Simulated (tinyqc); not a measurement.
Inside a calculation. Method: UHF in the sto-3g basis, for LiH+, spin multiplicity 2. One step of it, computed by the program tinyqc.

Problem. Iteration 4: DIIS coefficients. Solve [B -1; -1 0][c; lambda] = [0; -1] for the coefficients, which sum to one.

B (overlaps of the stored error matrices):
```
[[2.9728104e-02, 3.3364918e-03, 9.2154307e-04, -4.8632663e-04],
 [3.3364918e-03, 2.1212163e-02, 1.1961941e-02, 1.2973597e-03],
 [9.2154307e-04, 1.1961941e-02, 6.7981793e-03, 7.6512340e-04],
 [-4.8632663e-04, 1.2973597e-03, 7.6512340e-04, 1.1618887e-04]]
```

Give: DIIS coefficients.

Solution.

DIIS coefficients: [0.024, -0.034, -0.061, 1.071]
